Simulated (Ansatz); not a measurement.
(LiH)2 ring (Li2H2): single points at one geometry.

```yaml
crystal:
  periodic: [false, false, false]
  atoms:
    - {symbol: Li, position_ang: [0.776997, 0.484880, -0.681359]}
    - {symbol: H, position_ang: [-0.737376, 1.095177, -0.061514]}
    - {symbol: Li, position_ang: [-0.776978, -0.484860, 0.681388]}
    - {symbol: H, position_ang: [0.737356, -1.095187, 0.061485]}
basis:
  gaussian: {orbitals: def2-TZVP, initial_orbitals: start.molden}
hamiltonian: {xc: r2scan, dispersion: d4}
scf: {omitted_lower_state_checks: [starts]}
output: {orbitals: {seedname: orbitals}}
```

The file start.molden holds the orbitals of an earlier run on this structure, at another level or in another basis.

```sh
$ ansatz run in.yaml --threads 4 --pin off --events-out ev --progress --plain --max-ram 3916MiB
```

Output, abridged:

```
Functional definition: r2SCAN
346 factors; their error is unknown
mean field evaluation 1: about -441.0337 eV, gradient 2.8e0 eV
mean field evaluation 2: about -441.0458 eV, gradient 1.2e-2 eV
mean field evaluation 4: about -441.0445 eV, gradient 4.2e-6 eV
mean field -441.04448685 eV, -16.2080859410 hartree, gradient 4.7e-5 eV, S^2 0.000000; 0 other end points of the search recorded, 0 dependent functions left out
reference -441.04450236 eV, -16.2080865108 hartree; 4, 4 occupied and 36, 36 virtual orbitals, 346 factors
Total energy: -441.05717887 eV, -16.2085523642 hartree
Checks for a lower state left out: starts
```

It took 0.95 s on 4 threads of Intel Xeon on a shared host.

The first input with `hamiltonian: {xc: pbe}`, `correlation: {method: rpa}` and without the key `output` (abridged; 0.66 s):

```
Functional definition: PBE
mean field -439.91189815 eV, -16.1664640740 hartree, gradient 1.3e-6 eV, S^2 0.000000
Total energy: -442.86813163 eV, -16.2751036506 hartree
Checks for a lower state left out: starts
```

The first input with `gaussian: {orbitals: def2-SVP, initial_orbitals: start.molden}`, `hamiltonian: {xc: pbe, dispersion: d4}` (abridged; 0.4 s):

```
Functional definition: PBE
mean field -439.54600712 eV, -16.1530178267 hartree, gradient 2.6e-5 eV, S^2 0.000000
Total energy: -439.60174302 eV, -16.1550660832 hartree
Checks for a lower state left out: starts
```

The first input with `hamiltonian: {xc: hse06, dispersion: d4}` (abridged; 0.5 s):

```
Functional definition: HSE06
mean field -440.16247998 eV, -16.1756727862 hartree, gradient 5.1e-5 eV, S^2 0.000000
Total energy: -440.20499783 eV, -16.1772352885 hartree
Checks for a lower state left out: starts
```

First input, but with `gaussian: {orbitals: 6-31G}`, `hamiltonian: {xc: {name: B3LYP}, dispersion: d4}` (abridged; 0.46 s):

```
Functional definition: B3LYP
mean field -441.72789163 eV, -16.2332006036 hartree, gradient 6.6e-5 eV, S^2 0.000000
Total energy: -441.81829100 eV, -16.2365227191 hartree
Checks for a lower state left out: starts
```

As the first input, with `gaussian: {orbitals: def2-TZVPD, initial_orbitals: start.molden}` (abridged; 0.96 s):

```
Functional definition: r2SCAN
mean field -441.11013584 eV, -16.2104984968 hartree, gradient 4.8e-6 eV, S^2 0.000000
Total energy: -441.12283832 eV, -16.2109653044 hartree
Checks for a lower state left out: starts
```

As the first input, with `hamiltonian: {xc: {name: PBE-QIDH}}` and without the key `output` (abridged; 0.51 s):

```
Functional definition: PBE-QIDH
mean field -439.28286026 eV, -16.1433473580 hartree, gradient 1.3e-6 eV, S^2 0.000000
second order -3.11059766 eV of doubles, -0.00000000 eV of singles
Total energy: -440.31973947 eV, -16.1814519662 hartree
Checks for a lower state left out: starts
```

Geometry: PBE-D4/def2-TZVP.

B3LYP takes the VWN-RPA correlation. HSE06 is defined as in plane-wave codes, on full-range PBE exchange. Correlated methods freeze no core orbitals; core or outer-core shells of Li are correlated, in sets that lack core-valence functions.
